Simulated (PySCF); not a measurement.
# How exact exchange moves a shielding

Molecule: Chlorocyclopentane (C1CC(Cl)CC1, C₅H₉Cl).

Molfile (atoms numbered from 1):
```
C5H9Cl
     RDKit          3D

 15 15  0  0  0  0  0  0  0  0999 V2000
    1.9896    0.1225   -1.3961 Cl  0  0  0  0  0  0  0  0  0  0  0  0
    1.1758   -0.4184    0.1279 C   0  0  0  0  0  0  0  0  0  0  0  0
    0.5726    0.7791    0.8441 C   0  0  0  0  0  0  0  0  0  0  0  0
   -0.7132    1.0835    0.0613 C   0  0  0  0  0  0  0  0  0  0  0  0
   -1.1116   -0.2460   -0.6243 C   0  0  0  0  0  0  0  0  0  0  0  0
   -0.0409   -1.2655   -0.2090 C   0  0  0  0  0  0  0  0  0  0  0  0
    1.9492   -0.9460    0.7013 H   0  0  0  0  0  0  0  0  0  0  0  0
    0.3367    0.4632    1.8750 H   0  0  0  0  0  0  0  0  0  0  0  0
    1.2671    1.6280    0.9114 H   0  0  0  0  0  0  0  0  0  0  0  0
   -1.5039    1.4724    0.7194 H   0  0  0  0  0  0  0  0  0  0  0  0
   -0.5184    1.8588   -0.6935 H   0  0  0  0  0  0  0  0  0  0  0  0
   -1.1117   -0.1264   -1.7173 H   0  0  0  0  0  0  0  0  0  0  0  0
   -2.1201   -0.5813   -0.3413 H   0  0  0  0  0  0  0  0  0  0  0  0
   -0.3408   -1.7936    0.7126 H   0  0  0  0  0  0  0  0  0  0  0  0
    0.1705   -2.0283   -0.9712 H   0  0  0  0  0  0  0  0  0  0  0  0
  1  2  1  0
  2  3  1  0
  3  4  1  0
  4  5  1  0
  5  6  1  0
  6  2  1  0
  2  7  1  0
  3  8  1  0
  3  9  1  0
  4 10  1  0
  4 11  1  0
  5 12  1  0
  5 13  1  0
  6 14  1  0
  6 15  1  0
M  END
```

GIAO shieldings (ppm, equivalent atoms averaged) in PySCF on the PBE0-D3(BJ)/def2-SVP geometry, basis pcSseg-1, gas phase, non-relativistic:

```csv
functional,exact exchange (%),σ(Cl1),σ(C2),σ(C3/C6)
BLYP,0,737.2,101.4,133.2
BP86,0,752.1,107.2,138.5
PBE,0,751.2,107.9,139.0
B3LYP,20,768.5,107.9,138.8
mPW1PW91,25,787.6,114.2,144.2
BHandHLYP,50,809.6,116.0,145.6
HF,100,873.1,129.1,156.0
```

Question: Fit each shielding as a line in the percentage of exact exchange.

Answer: σ(Cl1) = 747.6 + 1.26 x (rms 5.8 ppm); σ(C2) = 105.4 + 0.23 x (rms 2.4 ppm); σ(C3/C6) = 136.9 + 0.19 x (rms 2.1 ppm). The functionals also differ in their semilocal parts, which the line can't hold; Hartree–Fock has no correlation at all.

Question: What does the line predict for PBE0 (25 %), and what does the run give?

Answer: σ(Cl1): 779.1 predicted, 788.4 computed; σ(C2): 111.2 predicted, 115.1 computed; σ(C3/C6): 141.7 predicted, 145.1 computed ppm.
